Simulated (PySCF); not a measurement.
**Electrostatic potential from atomic charges**

Species: `C1SSCCC1` (dithiane). Coordinates (GFN2-xTB, Å) and charges (e) from the PBE0/pcSseg-1 density (PySCF):

```
atom       x       y       z  Mulliken      IAO  Hirshfeld  ESP-fitted
  C1   0.596  -0.804  -0.425   -0.2151  -0.2596    -0.0742     +0.0032
  C2  -0.788  -0.713   0.225   -0.2153  -0.2597    -0.0742     +0.0163
  C3  -1.492   0.611  -0.040   -0.3295  -0.3417    -0.0767     -0.2622
  S4  -0.619   1.991   0.787   -0.0340  +0.0126    -0.0116     -0.1094
  S5   1.112   1.910  -0.283   -0.0340  +0.0127    -0.0116     -0.1160
  C6   1.593   0.197   0.141   -0.3296  -0.3417    -0.0767     -0.2281
  H7   0.503  -0.642  -1.502   +0.1273  +0.1376    +0.0338     +0.0521
  H8   0.992  -1.811  -0.270   +0.1313  +0.1411    +0.0436     +0.0214
  H9  -0.692  -0.855   1.304   +0.1272  +0.1376    +0.0339     +0.0479
 H10  -1.413  -1.520  -0.165   +0.1314  +0.1411    +0.0436     +0.0217
 H11  -1.543   0.836  -1.105   +0.1610  +0.1516    +0.0370     +0.1166
 H12  -2.495   0.612   0.383   +0.1592  +0.1584    +0.0479     +0.1697
 H13   1.664   0.128   1.227   +0.1610  +0.1516    +0.0371     +0.1077
 H14   2.580   0.059  -0.298   +0.1592  +0.1584    +0.0478     +0.1590
```

Points outside the species (Å): A (-5.2, -5.5, 4.3); B (-8.3, -1.9, -3.1); C (0.2, -4.8, 4.3).

Question: Find the potential V = 14.3996 V·Å × Σ q/r of each set of charges at these points.

Answer: In volts:

```tsv
point	nearest atom	distance (Å)	Mulliken	IAO	Hirshfeld	ESP-fitted
A	H10	7.08	+0.049	+0.029	+0.013	+0.064
B	H12	7.22	+0.040	+0.024	+0.011	+0.055
C	H9	5.03	+0.078	+0.042	+0.018	+0.098
```

Question: How far are the other sets from the ESP-fitted one at these points?

Answer: Root-mean-square difference: Mulliken 0.017 V, IAO 0.042 V, Hirshfeld 0.060 V. The ESP scheme fits charges at the nuclei, held to the total charge, to the electrostatic potential on points at 1.4 to 2.0 times the van der Waals radii.

Question: What energy would a point charge of +3 e have at C in the field of the ESP charges, leaving out polarisation?

Answer: +0.294 eV = +28.4 kJ/mol, a repulsion.

The structure is a single GFN2-xTB conformer in the gas phase; no vibrational or solvent corrections.

These values come from a run that also computed NMR shieldings. The run took 17 s on an Arm Neoverse V1 with one thread, shared host.
